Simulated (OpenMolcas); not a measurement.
# P2 (diphosphorus): methods side by side

P2 has 2 atoms, charge 0, and is taken as a singlet. As SMILES, `P#P`. The bond length is the measured one.

```csv
atom,x (Å),y (Å),z (Å)
P,0.0000,0.0000,0.0000
P,0.0000,0.0000,1.8934
```

Each level gives the energy change with the P1–P2 bond stretched from 1.893 to 2.367 Å (eV). The values are calculated.

```json
{"level": "HF/STO-3G (restricted)", "kind": "Hartree–Fock", "program": "OpenMolcas", "value (eV)": "5.03", "less FCI/STO-3G": "+2.91"}
{"level": "SVWN5/STO-3G (restricted)", "kind": "LDA", "program": "OpenMolcas", "value (eV)": "3.05", "less FCI/STO-3G": "+0.93"}
{"level": "PBE/STO-3G (restricted)", "kind": "GGA", "program": "OpenMolcas", "value (eV)": "2.91", "less FCI/STO-3G": "+0.79"}
{"level": "B3LYP/STO-3G (restricted)", "kind": "global hybrid", "program": "OpenMolcas", "value (eV)": "3.24", "less FCI/STO-3G": "+1.12"}
{"level": "M06-2X/STO-3G (restricted)", "kind": "hybrid meta-GGA", "program": "OpenMolcas", "value (eV)": "3.91", "less FCI/STO-3G": "+1.79"}
{"level": "PBE0/STO-3G (restricted)", "kind": "global hybrid", "program": "OpenMolcas", "value (eV)": "3.53", "less FCI/STO-3G": "+1.41"}
{"level": "MP2/STO-3G (restricted)", "kind": "perturbation theory", "program": "OpenMolcas", "value (eV)": "0.75", "less FCI/STO-3G": "-1.37"}
{"level": "FCI/STO-3G", "kind": "exact in the basis", "program": "OpenMolcas", "value (eV)": "2.12", "less FCI/STO-3G": "0.00"}
```

FCI/STO-3G is exact within its basis and frozen core, so for wave-function methods in that basis the difference is their error; functionals converge differently with the basis, so for them it is only a difference. The first shape isn't each level's own minimum. The values span 0.75 to 5.03 eV. All rows use very small basis sets, so even the best lies far from the true value.
